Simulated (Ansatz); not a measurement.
## hcp Zr

Level of theory: LDA (PAW; Ansatz, a program for electronic structure).

Numerical settings: plane-wave cutoff 520 eV, 24×24×12 k mesh (along the axes of the cell as run), Fermi–Dirac smearing 0.035 eV (set by the program), scalar-relativistic PAW data made under PBE.

Cell (measured lattice):

```
Zr
1.0
    3.23220     0.00000     0.00000
   -1.61610     2.79917     0.00000
    0.00000     0.00000     5.14790
Zr
2
Direct
  0.66667   0.33333   0.75000
  0.33333   0.66667   0.25000
```

For hcp Zr, the elastic constant C11 comes out as 127 GPa. The elastic constant C12 comes out as 56.3 GPa and the elastic constant C13 is 59.7 GPa. The elastic constant C33 is 149 GPa, the elastic constant C44 comes out as 21.6 GPa and the elastic constant C66 comes out as 35.1 GPa. The voigt–Reuss–Hill bulk modulus comes out as 83.4 GPa and the voigt–Reuss–Hill shear modulus (Hill average) is 29.7 GPa. The Young modulus is 79.6 GPa and the Poisson ratio is 0.341.

Measured, for comparison: elastic constant C11 155 GPa, elastic constant C12 67.2 GPa, elastic constant C13 64.6 GPa, elastic constant C33 172 GPa, elastic constant C44 36.3 GPa (4 K, zero-point motion not removed; as tabulated in Clouet (2012), arXiv:1210.1082). Computed (rounded) less measured: elastic constant C11 -18 %, elastic constant C12 -16 %, elastic constant C13 -8 %, elastic constant C33 -13 %, elastic constant C44 -40 %.

Note: the cell isn't this level's own, so it is under some stress, which shifts stiffness and frequencies.

Elastic constants are with the ions relaxed.

It cost roughly 17 core-minutes of CPU time.
